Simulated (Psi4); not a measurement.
**AlH2ClO (SMILES [OH][AlH][Cl]): B2PLYP/aug-cc-pVDZ (density fitting for correlation)**

What is the vertical electron affinity of AlH2ClO at B2PLYP/aug-cc-pVDZ (density fitting for correlation)? The job is set up through a Python script.

The results are computed with Psi4 1.11.

2 further runs of the same task are left out: 2 set aside as unsound or not needed.

## 1. The structure to begin with

AlH2ClO: 5 atoms, total charge 0, spin state singlet. SMILES: `[OH][AlH][Cl]`. Geometry: relaxed at PBE0-D4/def2-TZVP. This is one conformer, not always the lowest.

Bond lengths: O1–Al2 1.684 Å, Al2–Cl3 2.096 Å, O1–H4 0.956 Å, Al2–H5 1.563 Å. Angles: O1–Al2–Cl3 119.8°, O1–Al2–H5 119.3°, Cl3–Al2–H5 120.9°, Al2–O1–H4 124.3°.

## 2. A single-point energy at B2PLYP/aug-cc-pVDZ (density fitting for correlation)

run.py reads:

```python
import psi4

psi4.set_memory(1600000000)
psi4.set_num_threads(1)
psi4.set_output_file('psi4.out', False)

geom = psi4.geometry("""
0 1
O
Al 1 1.683615
Cl 2 2.095926 1 119.76313
H 1 0.955942 2 124.27312 3 0.01449
H 2 1.563413 1 119.34401 4 -179.99691
units angstrom
symmetry c1
no_reorient
no_com
""")

psi4.set_options({
    'basis': 'aug-cc-pVDZ',
    'reference': 'rks',
    'puream': True,
    'e_convergence': 1e-09,
    'd_convergence': 1e-08,
    'scf_type': 'pk',
    'dft_radial_points': 99,
    'dft_spherical_points': 590,
    'num_frozen_docc': 11,
})

energy_value, wavefunction = psi4.energy('B2PLYP', molecule=geom, return_wfn=True)
print(f'B2PLYP energy: {energy_value:.10f} Eh')
```

Launch:

```bash
$ python run.py
```

psi4.out (excerpt; [...] marks lines left out):

```text
[...]
  Running in c1 symmetry.
[...]
  Nuclear repulsion =  129.301580354118926
[...]
  Multiplicity = 1
[...]
  Nalpha       = 20
  Nbeta        = 20
[...]
    Number of basis functions: 95
[...]
   @RKS iter   1:  -778.55062926642483   -5.41261e-01   7.20195e-03 DIIS/ADIIS
[...]
   @RKS iter  10:  -778.73594615989487   -2.56932e-11   8.73012e-09 DIIS
[...]
    Orbital Energies [Eh]
    ---------------------
    Doubly Occupied:
       1A   -102.911250     2A    -57.119412     3A    -19.743374
       4A     -9.909983     5A     -7.547104     6A     -7.544229
       7A     -7.543741     8A     -4.498512     9A     -2.954926
      10A     -2.952346    11A     -2.949604    12A     -1.133473
      13A     -0.929779    14A     -0.600788    15A     -0.487617
      16A     -0.436071    17A     -0.419164    18A     -0.403874
      19A     -0.392621    20A     -0.381420
[...]
  @RKS Final Energy:  -778.73594615989487
   => Energetics <=
    Nuclear Repulsion Energy =            129.3015803541189257
    One-Electron Energy =               -1335.1424420236980950
    Two-Electron Energy =                 453.9876901543257190
    DFT Exchange-Correlation Energy =     -26.8827746446413656
    Empirical Dispersion Energy =           0.0000000000000000
    VV10 Nonlocal Energy =                  0.0000000000000000
    Total Energy =                       -778.7359461598948656
[...]
 Multipole Moments:
 ------------------------------------------------------------------------------------
     Multipole            Electronic (a.u.)      Nuclear  (a.u.)        Total (a.u.)
 ------------------------------------------------------------------------------------
 L = 1.  Multiply by 2.5417464519 to convert [e a0] to [Debye]
 Dipole X            :         -0.0003415            0.0000669           -0.0002747
 Dipole Y            :         -2.2614764            2.2317054           -0.0297710
 Dipole Z            :          2.0710781           -2.3289946           -0.2579164
 Magnitude           :                                                    0.2596291
[...]
```

The script printed:

```text
B2PLYP energy: -778.8728432660 Eh
```

Wall time 12 s (1 thread of Intel Xeon 6975P-C (Granite Rapids), shared host); peak memory 0.83 GiB.

## 3. The doublet anion, same level

alclh2o.xyz reads:

```xyz
5
AlClH2O
O     -1.110100     0.370900    -0.514400
Al     0.431000     0.184900     0.137500
Cl     1.114900    -1.725400     0.662800
H     -1.719500    -0.349100    -0.669500
H      1.333500     1.445000     0.342200
```

run.py reads:

```python
import psi4

psi4.set_memory(1600000000)
psi4.set_num_threads(1)
psi4.core.set_output_file('run.log', False)

with open('alclh2o.xyz') as f:
    atoms = ''.join(f.readlines()[2:])
m = psi4.geometry('-1 2\n' + atoms + 'symmetry c1')

psi4.set_options({
    'basis': 'aug-cc-pVDZ',
    'reference': 'uks',
    'puream': True,
    'e_convergence': 1e-09,
    'd_convergence': 1e-08,
    'scf_type': 'pk',
    'dft_radial_points': 99,
    'dft_spherical_points': 590,
    'num_frozen_docc': 11,
    'maxiter': 200,
})

e = psi4.energy('b2plyp')
print(f'b2plyp energy: {e:.10f} Eh')
```

Launch:

```bash
$ python run.py
```

run.log (excerpt; [...] marks lines left out):

```text
[...]
  Running in c1 symmetry.
[...]
  Nuclear repulsion =  129.301590769676494
[...]
  Multiplicity = 2
[...]
  Nalpha       = 21
  Nbeta        = 20
[...]
    Number of basis functions: 95
[...]
   @UKS iter   1:  -778.45755654372272   -4.48188e-01   7.71068e-03 DIIS/ADIIS
[...]
   @UKS iter  22:  -778.71639321625162   -2.96041e-10   3.14260e-09 DIIS
[...]
   @S^2 Observed:                7.512434191E-01
[...]
    Orbital Energies [Eh]
    ---------------------
    Alpha Occupied:
       1A   -102.772458     2A    -56.964490     3A    -19.600848
       4A     -9.771811     5A     -7.408854     6A     -7.406211
       7A     -7.405783     8A     -4.344179     9A     -2.800504
      10A     -2.798439    11A     -2.795559    12A     -0.994304
      13A     -0.793913    14A     -0.460124    15A     -0.349578
      16A     -0.296106    17A     -0.283235    18A     -0.263111
      19A     -0.259165    20A     -0.241924    21A      0.041832
    Alpha Virtual:
      22A      0.097205    23A      0.103140    24A      0.110691
      25A      0.140556    26A      0.143243    27A      0.170249
[...]
  @UKS Final Energy:  -778.71639321625162
   => Energetics <=
    Nuclear Repulsion Energy =            129.3015907696764941
    One-Electron Energy =               -1340.8366646945723915
    Two-Electron Energy =                 459.7519439324265136
    DFT Exchange-Correlation Energy =     -26.9332632237823262
    Empirical Dispersion Energy =           0.0000000000000000
    VV10 Nonlocal Energy =                  0.0000000000000000
    Total Energy =                       -778.7163932162517312
[...]
 Multipole Moments:
 ------------------------------------------------------------------------------------
     Multipole            Electronic (a.u.)      Nuclear  (a.u.)        Total (a.u.)
 ------------------------------------------------------------------------------------
 L = 1.  Multiply by 2.5417464519 to convert [e a0] to [Debye]
 Dipole X            :          1.3282454           -1.8025124           -0.4742670
 Dipole Y            :         -4.3432719            2.4594517           -1.8838201
 Dipole Z            :          1.0716976           -1.0520314            0.0196662
 Magnitude           :                                                    1.9427028
[...]
```

The script printed:

```text
b2plyp energy: -778.8562064061 Eh
```

It took 26 s on 1 thread of Intel Xeon 6975P-C (Granite Rapids), shared host; peak memory 0.83 GiB.

## 4. What came out

At B2PLYP/aug-cc-pVDZ (density fitting for correlation), 11 core orbitals frozen:

```
                                                               quantity          value
                                          singlet AlH2ClO: total energy  -778.87284 Eh
                     singlet AlH2ClO: HOMO energy (SCF part's orbitals)      -10.38 eV
                     singlet AlH2ClO: LUMO energy (SCF part's orbitals)       -0.04 eV
                   singlet AlH2ClO: HOMO–LUMO gap (SCF part's orbitals)       10.33 eV
                                            doublet anion: total energy  -778.85621 Eh
doublet anion: HOMO energy (SCF part's orbitals) (highest over α and β)        1.14 eV
 doublet anion: LUMO energy (SCF part's orbitals) (lowest over α and β)        2.65 eV
                                                    doublet anion: ⟨S²⟩          0.751
                      vertical electron affinity (to the doublet anion)      -0.453 eV
```

What this shows: The anion lies 0.45 eV (43.7 kJ/mol) above the neutral: the electron isn't bound at this level, and such a value depends on the basis. The HOMO (doublet anion) lies at positive energy, 1.14 eV; only total energies tell whether the electron is bound.
